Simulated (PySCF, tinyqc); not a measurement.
Starting guesses with plain Roothaan steps: SCF starting guesses in the sto-6g basis, for LiH, spin multiplicity 1. Computed by the program tinyqc with PySCF. Command: `OMP_NUM_THREADS=1 python tinyqc.py 113196 113197 out.jsonl`; one thread of a shared host (Intel(R) Xeon(R) Processor @ 2.60GHz), about 0.5 s.

Geometry (angstrom):
```
atom,x,y,z
Li,0.0000,0.0000,0.0000
H,0.0000,0.0000,2.0670
```

lowest restricted solution found by these runs and by PySCF = -7.912949 hartree

RHF with one setting changed at a time; a run stops when the energy changes by less than 1e-09 hartree and the error matrix is below 1e-5. Starts: the lowest orbitals of the core Hamiltonian, of the Wolfsberg-Helmholz matrix (K = 1.75), projected atomic densities, random orbitals, and the highest orbitals of the core Hamiltonian (a deliberately bad start).

Largest element of the error matrix X^T (FDS - SDF) X:
```
iteration,core,Wolfsberg-Helmholz,atomic densities,random,highest core orbitals
1,1.8e-01,5.7e-02,1.1e-01,1.9e+00,1.1e-01
2,2.1e-02,2.4e-02,8.2e-02,1.9e-01,2.4e-01
3,6.0e-03,1.5e-02,1.1e-02,2.8e-02,2.8e-01
4,3.2e-03,8.4e-03,5.9e-03,1.3e-02,8.9e-03
5,1.7e-03,4.7e-03,3.1e-03,7.7e-03,1.6e-03
6,9.5e-04,2.6e-03,1.6e-03,4.3e-03,7.9e-04
8,2.8e-04,7.8e-04,4.8e-04,1.3e-03,2.3e-04
10,8.3e-05,2.3e-04,1.4e-04,3.9e-04,6.7e-05
14,7.2e-06,2.0e-05,1.2e-05,3.4e-05,5.8e-06
```

How each run ends:
```
run,iterations,E (hartree),state
core,14,-7.91295,lowest found
Wolfsberg-Helmholz,16,-7.91295,lowest found
atomic densities,15,-7.91295,lowest found
random,17,-7.91295,lowest found
highest core orbitals,14,-7.91295,lowest found
```

5 of 5 runs reach the lowest restricted solution found, in 14 to 17 iterations (fastest: core, highest core orbitals). The first errors are 2e-01, 6e-02, 1e-01, 2e+00, 1e-01. The restricted reference is unstable here: a spin-polarised solution lies 0.0001 hartree lower (PySCF), so results built on it describe a poor reference.
